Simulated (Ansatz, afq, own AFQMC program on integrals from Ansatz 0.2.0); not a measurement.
## InBrCl, doublet in def2-TZVP, levels against AFQMC with the constraint released

```yaml
atoms:
  - { symbol: Cl, position_ang: [-1.9991, -1.0101, 0.8903] }
  - { symbol: In, position_ang: [-0.0322, -0.0015, 0.0004] }
  - { symbol: Br, position_ang: [2.2448, -0.7811, 0.7742] }
```

Connectivity, by distances: Cl–In–Br.

Basis def2-TZVP with its core potentials. Only valence electrons are correlated. Integrals, coupled cluster, full CI and functionals: Ansatz 0.2.0; the random walks run on the same integrals in our own AFQMC program. The CISD trial takes its coefficients from CCSD amplitudes. Released means that phaseless walkers are propagated on without the constraint, phases kept. ± is one standard error of the sampling. No spin–orbit coupling.

Determinant: UHF, the one that the program's search chose, which needn't be the lowest solution. The geometry is a PBE0/def2-SVP stationary point of this or a neighbouring charge and spin state.

No full CI on the walks' own integrals is used here. The released AFQMC energy serves as the reference, which it does only where one determinant dominates, the energy is flat over the last release times and near the phaseless one (40 meV or 2 meV an electron, half that with transition metals). On small molecules, where full CI could be run and the noise was under 10 meV, such values lay within 10 meV of it in 19 cases of 20, a flattering rate, since the rule was set on those same cases; what remains of the bias isn't in the error bar.

Cautions: no spin-orbit coupling; no relativity below Rb; inner d shell frozen; the released value is read at 1.50 1/Eh (meV from the phaseless value at times in 1/Eh: -3 ± 6 at 0.24, -10 ± 6 at 0.51, -19 ± 8 at 0.99, -19 ± 9 at 1.50).

- T1 diagnostic: 0.0134
- weight of the determinant in the CISD state: 0.833
- ⟨S²⟩ of the determinant: 0.763
- size of the correlated space: 17 electrons in 107 orbitals

Reference: AFQMC with the constraint released, correlation energy -12.003 ± 0.009 eV.

```csv
level,E − E(reference) (meV),share of correlation (%)
HF,12003.2 ± 8.8,0.00
MP2,1475.1 ± 8.8,87.71
CCSD,561.4 ± 8.8,95.32
CCSD(T),69.5 ± 8.8,99.42
ph-AFQMC/CISD,18.7 ± 11.9,99.84
```

A walk keeps the symmetry of its determinant, which the program's search chose and which needn't be the lowest solution, so a lower state of the same spin and another symmetry isn't excluded. Released energies are given only where the last usable release times agree within the noise; a slower fall can still hide under it.
